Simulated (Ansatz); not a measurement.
**MgAs, doublet in cc-pVDZ: errors against full CI**

Geometry: a point of a stretch scan, not a stationary point.

```yaml
atoms:
  - { symbol: As, position_ang: [0.0000, 0.0000, 0.0000] }
  - { symbol: Mg, position_ang: [0.0000, 0.0000, 8.7730] }
```

Basis cc-pVDZ; Ansatz 0.2.0. Only valence electrons are correlated (noble-gas cores and the filled d shells of p-block atoms frozen), which leaves 7 electrons in 26 orbitals. R marks a restricted (for open shells ROHF) determinant, U an unrestricted one. Active spaces: pair = (3e, 3o) about the gap; valence = (7e, 8o) chosen from the atoms' valence shells. No spin–orbit coupling is included, and no scalar relativity. The metal's outer-core shells are frozen, which leaves out core–valence correlation.

Full CI is exact within this basis and frozen core; it isn't the basis-set limit. The frozen core follows each run's orbitals, which can shift R against U totals by a few meV for light atoms and by up to 0.1 eV past Ca.

For open shells CISD is restricted-active-space CI with the open shells as a complete middle space.

The determinant has the irrep B1, whose lowest full-CI state lies within 3 meV of the A2 state that serves as the reference; occupations given are those of the former.

The UHF ⟨S²⟩ is 1.777, the T1 diagnostic (RCCSD) is 0.0150 and the largest doubles amplitude (RCCSD) is 0.453.

```json
{"level": "RMP2", "E − E(RHF) (eV)": "-2.2860"}
{"level": "RCCSD", "E − E(RHF) (eV)": "-3.2931"}
{"level": "RCCSD(T)", "E − E(RHF) (eV)": "-3.4329"}
```

Question: Estimate how far full CI in cc-pVDZ lies from RCCSD(T). The table doesn't fix it; the size of (T) and the diagnostics are the guide.

Answer: Full CI in cc-pVDZ lies 12.6 kJ/mol below RCCSD(T), which is 93 % of the (T) step (-13.5 kJ/mol). More than one determinant leads, and the rest is a large part of (T). The miss exceeds 1 kcal/mol.

The other levels:

```json
{"level": "CISD", "E − E(full CI) (kJ/mol)": "58.5", "share of correlation (%)": "82.98", "wall time": "4.3 s"}
{"level": "BCCD(T)", "E − E(full CI) (kJ/mol)": "13.0", "share of correlation (%)": "96.23", "wall time": "13 s"}
{"level": "RCCSDT*", "E − E(full CI) (kJ/mol)": "-0.3", "share of correlation (%)": "100.09", "wall time": "–"}
{"level": "RCCSDT(Q)*", "E − E(full CI) (kJ/mol)": "0.2", "share of correlation (%)": "99.93", "wall time": "22 s"}
{"level": "CASSCF (pair space)", "E − E(full CI) (kJ/mol)": "285.8", "share of correlation (%)": "16.87", "wall time": "–"}
{"level": "NEVPT2 (pair space)", "E − E(full CI) (kJ/mol)": "63.4", "share of correlation (%)": "81.55", "wall time": "18 s"}
{"level": "MRCISD (pair space)", "E − E(full CI) (kJ/mol)": "21.0", "share of correlation (%)": "93.90", "wall time": "–"}
{"level": "MRCISD+Q (pair space)", "E − E(full CI) (kJ/mol)": "-6.4", "share of correlation (%)": "101.86", "wall time": "19 s"}
{"level": "CASSCF (valence space)", "E − E(full CI) (kJ/mol)": "204.1", "share of correlation (%)": "40.65", "wall time": "–"}
{"level": "NEVPT2 (valence space)", "E − E(full CI) (kJ/mol)": "48.3", "share of correlation (%)": "85.95", "wall time": "9 s"}
{"level": "MRCISD (valence space)", "E − E(full CI) (kJ/mol)": "6.7", "share of correlation (%)": "98.05", "wall time": "–"}
{"level": "MRCISD+Q (valence space)", "E − E(full CI) (kJ/mol)": "-3.7", "share of correlation (%)": "101.08", "wall time": "10 s"}
{"level": "MRCISD+Q(relaxed) (valence space)", "E − E(full CI) (kJ/mol)": "-3.9", "share of correlation (%)": "101.12", "wall time": "10 s"}
```

An asterisk marks runs whose energy the program itself flagged as in doubt.

The correlation energy at full CI, counted from RHF, is -3.564 eV. That run took 3.4 min on 1 thread of Arm Neoverse V2, shared host over 9,719,616 determinants.

Run but not shown, since their state, orbitals or frozen core can't be matched to the reference's or they repeat it: UHF, UMP2, UCCSD, UCCSD(T), UCCSDT, UCCSDT(Q).

Times hold each run's SCF and search for its determinant on a shared host, so for small cases they say little of a method's own cost; they ran on 1 thread of Arm Neoverse V2.

More than 5 meV below full CI, which no variational method can be: MRCISD+Q (pair space), MRCISD+Q (valence space), MRCISD+Q(relaxed) (valence space).

The full-CI state has the irrep A2 of C2v, in the program's axes (one component, if the state is degenerate).

Natural occupations of full CI about the gap: 1.952 1.860 1.001 0.991 0.980 0.045 0.045 0.045 0.018 0.011; effectively unpaired electrons, Σ n²(2−n)², 3.10. No single determinant describes this state well, so single-reference rows can miss without a flag.
